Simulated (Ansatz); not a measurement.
Si₂H₃F, singlet: a nudged elastic band.

in.yaml

```yaml
crystal:
  periodic: [false, false, false]
  atoms:
    - {symbol: F, position_ang: [1.635393, 0.447280, -0.337830]}
    - {symbol: Si, position_ang: [0.250405, 0.240746, 0.454580]}
    - {symbol: Si, position_ang: [-1.551343, -0.769418, -0.721425]}
    - {symbol: H, position_ang: [-0.709373, -0.916897, -1.982455]}
    - {symbol: H, position_ang: [0.557226, -0.589445, 1.656808]}
    - {symbol: H, position_ang: [-0.182207, 1.587834, 0.930323]}
basis:
  gaussian: {orbitals: def2-SVP}
hamiltonian: {xc: pbe0, dispersion: d4}
neb:
  images: 5
  climbing: true
  max_iterations: 40
  initial_path: idpp
  final_atoms:
    - {symbol: F, position_ang: [1.031973, -0.832057, -1.868814]}
    - {symbol: Si, position_ang: [0.095610, 0.065274, 1.194674]}
    - {symbol: Si, position_ang: [-0.123285, -0.204518, -0.961912]}
    - {symbol: H, position_ang: [-1.410762, -0.608020, -1.584575]}
    - {symbol: H, position_ang: [1.418347, 0.612275, 1.600217]}
    - {symbol: H, position_ang: [-1.011783, 0.967146, 1.620409]}
```

Launched with

```bash
ansatz run in.yaml --threads 2 --pin off --events-out ev --progress --plain --max-ram 4352MiB
```

The run's output (Ansatz 0.2.0):

```
Functional definition: PBE0
  name "PBE0"
  cite "Adamo & Barone, J. Chem. Phys. 110, 6158 (1999) doi:10.1063/1.478522"
  cite "Perdew, Burke & Ernzerhof, Phys. Rev. Lett. 77, 3865 (1996) doi:10.1103/PhysRevLett.77.3865"
  parent pbe
  parameter a = 0.25
  parameter kappa = 0.804
  parameter beta = 0.06672455060314922
  exchange = (1 - a)*pbe_x(kappa = kappa, mu = beta*pi^2/3) + a*exact_x
  correlation = pbe_c(beta = beta)
647 factors; integrals over basis functions are off by at most 3.3e-4 eV
mean field evaluation 1: about -18502.2667 eV, gradient 2.8e1 eV
mean field evaluation 2: about -18500.7885 eV, gradient 4.3e1 eV
mean field evaluation 4: about -18503.6265 eV, gradient 6.2e-1 eV
mean field evaluation 8: about -18503.6325 eV, gradient 7.0e-3 eV
mean field -18503.63249719 eV, -679.9959520593 hartree, gradient 3.5e-5 eV, S^2 0.000000; 0 other end points of the search recorded, 0 dependent functions left out
the calculation of the forces begins
reference -18503.63252099 eV, -679.9959529339 hartree; 20, 20 occupied and 45, 45 virtual orbitals, 647 factors
647 factors; integrals over basis functions are off by at most 5.8e-4 eV
mean field evaluation 16: about -18503.8424 eV, gradient 2.1e0 eV
mean field -18503.85920265 eV, -680.0042833312 hartree, gradient 3.1e-5 eV, S^2 0.000000; 0 other end points of the search recorded, 0 dependent functions left out
the calculation of the forces begins
reference -18503.85922488 eV, -680.0042841481 hartree; 20, 20 occupied and 45, 45 virtual orbitals, 647 factors
WARN: NEB end point (image 0): max|allowed force component| = 7.424e-1 eV/Å (the criterion of neb.relax_end_points is 1.000e-2). That is over neb.f_tol: it is no minimum, so the barrier can be far off. Relax it first
WARN: NEB end point (image 6): max|allowed force component| = 7.397e-1 eV/Å (the criterion of neb.relax_end_points is 1.000e-2). That is over neb.f_tol: it is no minimum, so the barrier can be far off. Relax it first
648 factors; integrals over basis functions are off by at most 3.5e-4 eV
mean field evaluation 32: about -18502.5042 eV, gradient 1.8e-1 eV
mean field -18502.50792383 eV, -679.9546247503 hartree, gradient 7.0e-5 eV, S^2 0.000000; 0 other end points of the search recorded, 0 dependent functions left out
the calculation of the forces begins
reference -18502.50794666 eV, -679.9546255892 hartree; 20, 20 occupied and 45, 45 virtual orbitals, 648 factors
649 factors; integrals over basis functions are off by at most 4.1e-4 eV
mean field -18500.37709910 eV, -679.8763183858 hartree, gradient 2.5e-5 eV, S^2 0.000000; 0 other end points of the search recorded, 0 dependent functions left out
the calculation of the forces begins
reference -18500.37712172 eV, -679.8763192172 hartree; 20, 20 occupied and 45, 45 virtual orbitals, 649 factors
649 factors; integrals over basis functions are off by at most 8.0e-4 eV
mean field evaluation 64: about -18498.7930 eV, gradient 1.3e1 eV
mean field -18499.52916522 eV, -679.8451573904 hartree, gradient 7.2e-5 eV, S^2 0.000000; 0 other end points of the search recorded, 0 dependent functions left out
the calculation of the forces begins
reference -18499.52918718 eV, -679.8451581977 hartree; 20, 20 occupied and 45, 45 virtual orbitals, 649 factors
648 factors; integrals over basis functions are off by at most 6.4e-4 eV
mean field -18500.79023592 eV, -679.8915008841 hartree, gradient 6.6e-5 eV, S^2 0.000000; 0 other end points of the search recorded, 0 dependent functions left out
the calculation of the forces begins
reference -18500.79025712 eV, -679.8915016631 hartree; 20, 20 occupied and 45, 45 virtual orbitals, 648 factors
648 factors; integrals over basis functions are off by at most 6.0e-4 eV
mean field evaluation 96: about -18500.9199 eV, gradient 3.2e1 eV
mean field -18502.88297251 eV, -679.9684075352 hartree, gradient 4.7e-5 eV, S^2 0.000000; 0 other end points of the search recorded, 0 dependent functions left out
the calculation of the forces begins
reference -18502.88299413 eV, -679.9684083298 hartree; 20, 20 occupied and 45, 45 virtual orbitals, 648 factors
NEB iter   1: max|band force component| = 3.981e0 eV/Å  barrier→ = 4.0935 eV  barrier← = 4.3275 eV  Δτ_max = 0.2000 Å  (180 SCF iters)
NEB iter   2: max|band force component| = 2.587e0 eV/Å  barrier→ = 2.9522 eV  barrier← = 3.1862 eV  Δτ_max = 0.1993 Å  (156 SCF iters)
NEB iter   3: max|band force component| = 6.195e0 eV/Å  barrier→ = 2.2884 eV  barrier← = 2.5224 eV  Δτ_max = 0.0995 Å  (150 SCF iters)
NEB iter   4: max|band force component| = 2.130e0 eV/Å  barrier→ = 1.9201 eV  barrier← = 2.1541 eV  Δτ_max = 0.1905 Å  (142 SCF iters)
NEB iter   5: max|band force component| = 1.300e0 eV/Å  barrier→ = 1.3295 eV  barrier← = 1.5635 eV  Δτ_max = 0.2000 Å  (141 SCF iters)
NEB iter   6: max|band force component| = 1.411e0 eV/Å  barrier→ = 1.0064 eV  barrier← = 1.2404 eV  Δτ_max = 0.0998 Å  (148 SCF iters)
NEB iter   7: max|band force component| = 1.107e0 eV/Å  barrier→ = 0.9371 eV  barrier← = 1.1712 eV  Δτ_max = 0.0974 Å  (138 SCF iters)
NEB iter   8: max|band force component| = 5.509e-1 eV/Å  barrier→ = 0.9582 eV  barrier← = 1.1923 eV  Δτ_max = 0.1966 Å  (139 SCF iters)
NEB iter   9: max|band force component| = 9.434e-1 eV/Å  barrier→ = 0.7908 eV  barrier← = 1.0248 eV  CI = image 3  Δτ_max = 0.1955 Å  (140 SCF iters)
NEB iter  10: max|band force component| = 1.655e0 eV/Å  barrier→ = 1.0055 eV  barrier← = 1.2396 eV  CI = image 3  Δτ_max = 0.1988 Å  (137 SCF iters)
NEB iter  11: max|band force component| = 1.264e0 eV/Å  barrier→ = 1.2624 eV  barrier← = 1.4964 eV  CI = image 3  Δτ_max = 0.2000 Å  (148 SCF iters)
NEB iter  12: max|band force component| = 5.822e-1 eV/Å  barrier→ = 1.1511 eV  barrier← = 1.3851 eV  CI = image 3  Δτ_max = 0.2000 Å  (136 SCF iters)
NEB iter  13: max|band force component| = 5.412e-1 eV/Å  barrier→ = 1.0884 eV  barrier← = 1.3224 eV  CI = image 3  Δτ_max = 0.1888 Å  (130 SCF iters)
NEB iter  14: max|band force component| = 2.485e-1 eV/Å  barrier→ = 1.0650 eV  barrier← = 1.2990 eV  CI = image 3  Δτ_max = 0.2000 Å  (130 SCF iters)
NEB iter  15: max|band force component| = 1.767e-1 eV/Å  barrier→ = 1.0257 eV  barrier← = 1.2598 eV  CI = image 3  Δτ_max = 0.1999 Å  (124 SCF iters)
NEB iter  16: max|band force component| = 3.352e-1 eV/Å  barrier→ = 0.9695 eV  barrier← = 1.2035 eV  CI = image 3  Δτ_max = 0.1004 Å  (132 SCF iters)
NEB iter  17: max|band force component| = 3.679e-1 eV/Å  barrier→ = 0.9337 eV  barrier← = 1.1677 eV  CI = image 3  Δτ_max = 0.1007 Å  (122 SCF iters)
NEB iter  18: max|band force component| = 4.448e-1 eV/Å  barrier→ = 0.9044 eV  barrier← = 1.1384 eV  CI = image 3  Δτ_max = 0.2000 Å  (123 SCF iters)
NEB iter  19: max|band force component| = 3.651e-1 eV/Å  barrier→ = 0.9153 eV  barrier← = 1.1493 eV  CI = image 3  Δτ_max = 0.1975 Å  (127 SCF iters)
NEB iter  20: max|band force component| = 5.625e-1 eV/Å  barrier→ = 0.9474 eV  barrier← = 1.1814 eV  CI = image 3  Δτ_max = 0.1016 Å  (129 SCF iters)
NEB iter  21: max|band force component| = 2.883e-1 eV/Å  barrier→ = 0.9212 eV  barrier← = 1.1552 eV  CI = image 3  Δτ_max = 0.1382 Å  (131 SCF iters)
NEB iter  22: max|band force component| = 1.395e-1 eV/Å  barrier→ = 0.9213 eV  barrier← = 1.1553 eV  CI = image 3  Δτ_max = 0.1644 Å  (126 SCF iters)
NEB iter  23: max|band force component| = 2.381e-1 eV/Å  barrier→ = 0.9188 eV  barrier← = 1.1529 eV  CI = image 3  Δτ_max = 0.0514 Å  (112 SCF iters)
NEB iter  24: max|band force component| = 1.111e-1 eV/Å  barrier→ = 0.9186 eV  barrier← = 1.1526 eV  CI = image 3  Δτ_max = 0.0825 Å  (107 SCF iters)
NEB iter  25: max|band force component| = 9.942e-2 eV/Å  barrier→ = 0.9186 eV  barrier← = 1.1526 eV  CI = image 3  Δτ_max = 0.0844 Å  (115 SCF iters)
NEB iter  26: max|band force component| = 5.039e-2 eV/Å  barrier→ = 0.9186 eV  barrier← = 1.1526 eV  CI = image 3  Δτ_max = 0.1172 Å  (112 SCF iters)
NEB iter  27: max|band force component| = 3.732e-1 eV/Å  barrier→ = 0.9186 eV  barrier← = 1.1526 eV  CI = image 3  Δτ_max = 0.0582 Å  (110 SCF iters)
NEB iter  28: max|band force component| = 1.197e-1 eV/Å  barrier→ = 0.9186 eV  barrier← = 1.1526 eV  CI = image 3  Δτ_max = 0.1150 Å  (102 SCF iters)
NEB iter  29: max|band force component| = 2.327e-1 eV/Å  barrier→ = 0.9186 eV  barrier← = 1.1526 eV  CI = image 3  Δτ_max = 0.1199 Å  (103 SCF iters)
NEB iter  30: max|band force component| = 1.513e-1 eV/Å  barrier→ = 0.9186 eV  barrier← = 1.1526 eV  CI = image 3  Δτ_max = 0.1673 Å  (105 SCF iters)
NEB iter  31: max|band force component| = 2.443e-1 eV/Å  barrier→ = 0.9186 eV  barrier← = 1.1526 eV  CI = image 3  Δτ_max = 0.0832 Å  (99 SCF iters)
NEB iter  32: max|band force component| = 2.305e-1 eV/Å  barrier→ = 0.9186 eV  barrier← = 1.1526 eV  CI = image 3  Δτ_max = 0.0824 Å  (103 SCF iters)
NEB iter  33: max|band force component| = 1.638e-1 eV/Å  barrier→ = 0.9186 eV  barrier← = 1.1526 eV  CI = image 3  Δτ_max = 0.1687 Å  (96 SCF iters)
NEB iter  34: max|band force component| = 3.939e-1 eV/Å  barrier→ = 0.9186 eV  barrier← = 1.1526 eV  CI = image 3  Δτ_max = 0.0830 Å  (97 SCF iters)
NEB iter  35: max|band force component| = 1.785e-1 eV/Å  barrier→ = 0.9186 eV  barrier← = 1.1526 eV  CI = image 3  Δτ_max = 0.1645 Å  (92 SCF iters)
NEB iter  36: max|band force component| = 1.223e-1 eV/Å  barrier→ = 0.9186 eV  barrier← = 1.1526 eV  CI = image 3  Δτ_max = 0.1663 Å  (94 SCF iters)
NEB iter  37: max|band force component| = 1.924e-1 eV/Å  barrier→ = 0.9186 eV  barrier← = 1.1526 eV  CI = image 3  Δτ_max = 0.0831 Å  (95 SCF iters)
NEB iter  38: max|band force component| = 2.970e-1 eV/Å  barrier→ = 0.9186 eV  barrier← = 1.1526 eV  CI = image 3  Δτ_max = 0.0831 Å  (92 SCF iters)
NEB iter  39: max|band force component| = 2.110e-1 eV/Å  barrier→ = 0.9186 eV  barrier← = 1.1526 eV  CI = image 3  Δτ_max = 0.1419 Å  (96 SCF iters)
NEB iter  40: max|band force component| = 2.368e-1 eV/Å  barrier→ = 0.9186 eV  barrier← = 1.1526 eV  CI = image 3  Δτ_max = 0.1655 Å  (93 SCF iters)
Error: NEB band did not converge after 40 iterations: max|band force component| = 2.37e-1 eV/Å (threshold 5.0e-2); raise `neb.max_iterations` in a new run, which can start from the last band evaluated (`neb.initial_path`, with `crystal.atoms` and `neb.final_atoms` set to its first and last images), add images, or start from endpoints closer to local minima. Where this run's directory can be resumed (`checkpoint.write`), a resume goes on for up to `neb.max_iterations` more; to start a new run from the last band, take its images' positions from the `neb_iteration` event of iteration 40 (`data.images[].positions_ang`), in the event stream of the run that computed that iteration (not this run's, if it was resumed behind it). With `checkpoint.write`, `steps/00-neb/state/checkpoint.json` in the run directory holds the last saved band, under `neb.evaluated.images[].positions_ang` (a band under a hybrid functional on support functions is neither saved nor resumed: `neb.initial_path` says where its path is): check the last entry of `neb.iterations` there, which is earlier than 40 if that iteration was not saved or its write failed. If the band's step has no `state` directory and holds `state.next`, a write was cut short, and the file is under `state.next` instead (behind a loss of power it can be under `state.prev`)
a run's events are kept only if it was started with --events-out <file>, and are in that file

[the SCF lines of later steps are left out]
```

The lines “mean field evaluation” count trial sets of orbitals through the whole run, from several starts and some on an approximate energy, so they need not fall steadily or lie above the final value.

Hardware: 2 CPU threads of an Arm Neoverse V1, shared host. Wall time about 2.8 min.


The run did not converge within its limit.